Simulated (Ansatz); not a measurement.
## How far a parabola holds: energy against volume of cubic perovskite KTaO₃

We consider cubic perovskite KTaO₃, described by LDA (Ansatz, a first-principles code, plane waves, PAW). Run with plane-wave cutoff 520 eV, 8×8×8 k mesh, Fermi–Dirac smearing 0.01 eV, scalar-relativistic PAW data made under PBE. The cell has no free parameter but its volume, all volumes share cutoff and mesh, and the runs aren't spin-polarised. Energies are free energies at the run's smearing, counted from the lowest row; static lattice.

```
V (Å³/atom)  E (meV/atom)
-----------  ------------
11.852              14.46
12.099               3.48
12.346               0.00
12.592               3.24
12.839              12.51
13.086                  ?
```

Taking a parabola for E over the 5 complete rows: With u = V - 12.35, the rows have u = -0.49800, -0.25100, -0.00400, 0.24200, 0.48900. Least squares gives E = -0.009 - 1.180·u + 55.379·u². Residuals (row less fit): 0.147, -0.296, 0.003, 0.291, -0.146; standard error 0.328 (degrees of freedom: 2). The fitted curve has its minimum at V = 12.4, where E = -0.02. Its curvature is d²E/dV² = 2 × 55.379 meV/Å⁶, so B = V0·d²E/dV² × 0.1602 = 219 GPa.

### Question
What does the fit predict for E at V = 13.086, and how far is the calculated value from it?

### Answer
u = 0.73600, so E = -0.009 - 1.180 × 0.73600 + 55.379 × 0.73600² = 29.121 meV/atom. The calculation gives 27.18 meV/atom, 1.941 meV/atom below the prediction (7.1 % of the range of E in the table). The row lies outside the fitted rows, so this is an extrapolation. From the scatter of the fitted rows alone, a prediction at this place has a standard error of 0.777 meV/atom, so the miss is 2.5 times that.

The residuals are curvature that a parabola lacks, not noise. A solid that stiffens under compression and softens on expansion lies above the parabola at the compressed end and under it at the expanded end, as this row does. A third-order Birch-Murnaghan fit to the whole scan has B0 = 218 GPa. Only scans are tabulated whose curvature falls smoothly with volume, and where the parabola meets the shown rows within 5 % of their range and misses the end by 0.1 meV or more.

Measured, for comparison: bulk modulus 220 GPa (temperature not stated, not corrected to a static lattice; as tabulated in Tinte et al. (1998), arXiv:cond-mat/9809379). Computed less measured: bulk modulus -0.9 %.

Note: the relaxation could not lower the start's symmetry, so the cell can be a saddle point above a distorted one.

Spin–orbit coupling is not included.
